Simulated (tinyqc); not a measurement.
RKS/LDA (PW92) in the sto-6g basis, for H2F+, spin multiplicity 1, step by step. One step of it, computed by the program tinyqc.

Question. Iteration 1: building the Kohn-Sham matrix. J_ij = sum D_kl (ij|kl); F = H + J + V_xc; E = tr D H + tr D J / 2 + E_xc + E_nn.

D at the start, lower triangle:
```
            1F 1s      1F 2s     1F 2px     1F 2py     1F 2pz      2H 1s     3H 1s
1F 1s    1.890044
1F 2s   -0.275159   0.562678
1F 2px  -0.427894   0.226936   1.166459
1F 2py  -0.195308   0.010772  -0.397412   2.193332
1F 2pz   0.011224   0.990250   0.235916   0.141441   1.908975
2H 1s    0.205837  -0.446727   0.255835  -0.623272  -0.712444   2.500554
3H 1s   -0.449175  -0.147006  -1.028839   0.303736  -0.333969  -0.162926  1.334354
```

core Hamiltonian H = T + V (hartree), lower triangle:
```
             1F 1s       1F 2s     1F 2px     1F 2py     1F 2pz      2H 1s      3H 1s
1F 1s   -41.476292
1F 2s    -9.253527  -11.440211
1F 2px    0.000000    0.000000  -9.208440
1F 2py    0.000000    0.000000   0.000000  -9.326098
1F 2pz   -0.016078   -0.185451   0.000000   0.000000  -9.277469
2H 1s    -1.650635   -3.662142   0.000000  -1.917365  -1.524114  -5.391270
3H 1s    -1.650635   -3.662142   0.000000   1.917365  -1.524114  -1.524087  -5.391270
```

Two-electron integrals (ij|kl) in chemists' order, unique and non-zero (hartree):
```
(11|11) 5.406240    (21|11) 0.768129    (21|21) 0.138909    (22|11) 1.266271
(22|21) 0.283987    (22|22) 0.926367    (31|31) 0.029452    (32|31) 0.044681
(32|32) 0.204753    (33|11) 1.266273    (33|21) 0.283987    (33|22) 0.926366
(33|33) 0.998085    (41|41) 0.029452    (42|41) 0.044681    (42|42) 0.204753
(43|43) 0.053789    (44|11) 1.266273    (44|21) 0.283987    (44|22) 0.926366
(44|33) 0.890506    (44|44) 0.998085    (51|51) 0.029452    (52|51) 0.044681
(52|52) 0.204753    (53|53) 0.053789    (54|54) 0.053789    (55|11) 1.266273
(55|21) 0.283987    (55|22) 0.926366    (55|33) 0.890506    (55|44) 0.890506
(55|55) 0.998085    (61|11) 0.145205    (61|21) 0.025169    (61|22) 0.050324
(61|33) 0.050238    (61|41) 0.000867    (61|42) 0.001693    (61|44) 0.050401
(61|51) 0.000664    (61|52) 0.001297    (61|54) 0.000125    (61|55) 0.050334
(61|61) 0.004636    (62|11) 0.359977    (62|21) 0.081909    (62|22) 0.297164
(62|33) 0.292989    (62|41) 0.004705    (62|42) 0.035159    (62|44) 0.300882
(62|51) 0.003604    (62|52) 0.026930    (62|54) 0.006046    (62|55) 0.297620
(62|61) 0.014838    (62|62) 0.116886    (63|31) 0.009192    (63|32) 0.052308
(63|43) 0.007372    (63|53) 0.005647    (63|63) 0.017340    (64|11) 0.191597
(64|21) 0.044220    (64|22) 0.171528    (64|33) 0.164193    (64|41) 0.011428
(64|42) 0.071624    (64|44) 0.183513    (64|51) 0.001712    (64|52) 0.014795
(64|54) 0.009151    (64|55) 0.166878    (64|61) 0.008368    (64|62) 0.082813
(64|64) 0.075632    (65|11) 0.146755    (65|21) 0.033871    (65|22) 0.131383
(65|33) 0.125765    (65|41) 0.001712    (65|42) 0.014795    (65|44) 0.129270
(65|51) 0.010504    (65|52) 0.063640    (65|54) 0.010057    (65|55) 0.139115
(65|61) 0.006409    (65|62) 0.063432    (65|64) 0.044649    (65|65) 0.051539
(66|11) 0.509531    (66|21) 0.118120    (66|22) 0.492095    (66|33) 0.475320
(66|41) 0.008757    (66|42) 0.090685    (66|44) 0.507036    (66|51) 0.006708
(66|52) 0.069461    (66|54) 0.024293    (66|55) 0.493928    (66|61) 0.021571
(66|62) 0.247294    (66|64) 0.203292    (66|65) 0.155713    (66|66) 0.774999
(71|11) 0.145205    (71|21) 0.025169    (71|22) 0.050324    (71|33) 0.050238
(71|41) -0.000867   (71|42) -0.001693   (71|44) 0.050401    (71|51) 0.000664
(71|52) 0.001297    (71|54) -0.000125   (71|55) 0.050334    (71|61) 0.004581
(71|62) 0.014434    (71|64) 0.007433    (71|65) 0.006235    (71|66) 0.020771
(71|71) 0.004636    (72|11) 0.359977    (72|21) 0.081909    (72|22) 0.297164
(72|33) 0.292989    (72|41) -0.004705   (72|42) -0.035159   (72|44) 0.300882
(72|51) 0.003604    (72|52) 0.026930    (72|54) -0.006046   (72|55) 0.297620
(72|61) 0.014434    (72|62) 0.097076    (72|64) 0.047031    (72|65) 0.051178
(72|66) 0.169473    (72|71) 0.014838    (72|72) 0.116886    (73|31) 0.009192
(73|32) 0.052308    (73|43) -0.007372   (73|53) 0.005647    (73|63) 0.014013
(73|73) 0.017340    (74|11) -0.191597   (74|21) -0.044220   (74|22) -0.171528
(74|33) -0.164193   (74|41) 0.011428    (74|42) 0.071624    (74|44) -0.183513
(74|51) -0.001712   (74|52) -0.014795   (74|54) 0.009151    (74|55) -0.166878
(74|61) -0.007433   (74|62) -0.047031   (74|64) -0.009091   (74|65) -0.024258
(74|66) -0.072966   (74|71) -0.008368   (74|72) -0.082813   (74|74) 0.075632
(75|11) 0.146755    (75|21) 0.033871    (75|22) 0.131383    (75|33) 0.125765
(75|41) -0.001712   (75|42) -0.014795   (75|44) 0.129270    (75|51) 0.010504
(75|52) 0.063640    (75|54) -0.010057   (75|55) 0.139115    (75|61) 0.006235
(75|62) 0.051178    (75|64) 0.024258    (75|65) 0.040647    (75|66) 0.098986
(75|71) 0.006409    (75|72) 0.063432    (75|74) -0.044649   (75|75) 0.051539
(76|11) 0.138116    (76|21) 0.031799    (76|22) 0.126386    (76|33) 0.123907
(76|44) 0.126047    (76|51) 0.002200    (76|52) 0.020038    (76|55) 0.129205
(76|61) 0.005710    (76|62) 0.050611    (76|64) 0.031144    (76|65) 0.031337
(76|66) 0.115912    (76|71) 0.005710    (76|72) 0.050611    (76|74) -0.031144
(76|75) 0.031337    (76|76) 0.027501    (77|11) 0.509531    (77|21) 0.118120
(77|22) 0.492095    (77|33) 0.475320    (77|41) -0.008757   (77|42) -0.090685
(77|44) 0.507036    (77|51) 0.006708    (77|52) 0.069461    (77|54) -0.024293
(77|55) 0.493928    (77|61) 0.020771    (77|62) 0.169473    (77|64) 0.072966
(77|65) 0.098986    (77|66) 0.326444    (77|71) 0.021571    (77|72) 0.247294
(77|74) -0.203292   (77|75) 0.155713    (77|76) 0.115912    (77|77) 0.774999
```

nuclear repulsion = 9.79527988 hartree

V_xc (hartree), lower triangle:
```
            1F 1s      1F 2s     1F 2px     1F 2py     1F 2pz      2H 1s      3H 1s
1F 1s   -3.187698
1F 2s   -0.409070  -0.842806
1F 2px   0.009258   0.006178  -0.810794
1F 2py   0.005510   0.008885   0.015121  -0.867769
1F 2pz  -0.014639  -0.082796  -0.010018  -0.008557  -0.850091
2H 1s   -0.079732  -0.276063   0.001662  -0.167969  -0.148932  -0.564648
3H 1s   -0.080030  -0.270527   0.000739   0.161764  -0.141566  -0.114433  -0.496361
```

E_xc = sum of w rho eps_xc = -9.10423687 hartree

Give: Coulomb J; Kohn-Sham matrix F; total energy of this density.

Answer.

Coulomb J (hartree), lower triangle:
```
          1F 1s    1F 2s   1F 2px   1F 2py  1F 2pz   2H 1s   3H 1s
1F 1s   17.9280
1F 2s    3.2116   8.5147
1F 2px  -0.0191  -0.0262   8.4181
1F 2py  -0.0106   0.0169  -0.0238   8.5969
1F 2pz   0.0844   0.4731   0.0166   0.0266  8.5291
2H 1s    0.5883   2.8582  -0.0073   1.7008  1.4228  5.3970
3H 1s    0.5888   2.8097  -0.0041  -1.6277  1.3801  1.2714  5.0349
```

Kohn-Sham matrix F (hartree), lower triangle:
```
           1F 1s    1F 2s   1F 2px   1F 2py   1F 2pz    2H 1s    3H 1s
1F 1s   -26.7360
1F 2s    -6.4510  -3.7683
1F 2px   -0.0099  -0.0200  -1.6012
1F 2py   -0.0051   0.0258  -0.0087  -1.5970
1F 2pz    0.0537   0.2049   0.0066   0.0181  -1.5984
2H 1s    -1.1421  -1.0800  -0.0056  -0.3845  -0.2502  -0.5590
3H 1s    -1.1419  -1.1230  -0.0034   0.4515  -0.2856  -0.3671  -0.8528
```

total energy of this density = -90.138607 hartree
